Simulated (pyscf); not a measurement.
Structures and frequencies: ωB97X-D3(BJ)/def2-SVP in PySCF.

SMILES: C[CH2][CdH]
```xyz
9

C      0.1316     1.1240    -1.1201
C      0.1933     0.0299    -0.0440
Cd     1.2851     0.5525     1.7005
H     -0.3443     2.0460    -0.7456
H      1.1351     1.4065    -1.4806
H     -0.4469     0.8021    -2.0046
H     -0.8289    -0.2542     0.2623
H      0.6382    -0.8883    -0.4664
H      2.1493     0.9674     3.0806
```

**Question.** How much does it cost (ΔH, 298 K, ωB97M-D3(BJ)/def2-TZVP) to split H₃C–CH₂–CdH at its Cd–H bond into [H₃C–CH₂–Cd]• + H•?

**Answer.** Cd–H to [H₃C–CH₂–Cd]• + H•: 69.9 kcal/mol. The 7 functionals that were run give +63.1 (M06-2X) to +71.0 kcal/mol (ωB97X-D3(BJ)/def2-TZVP). The radicals are drawn with the spin at the cut bond; how far it spreads was not checked. Other isomers of [H₃C–CH₂–Cd]• were not searched in full and may lie lower. Elements past Kr carry the def2 core potentials, without spin-orbit coupling.
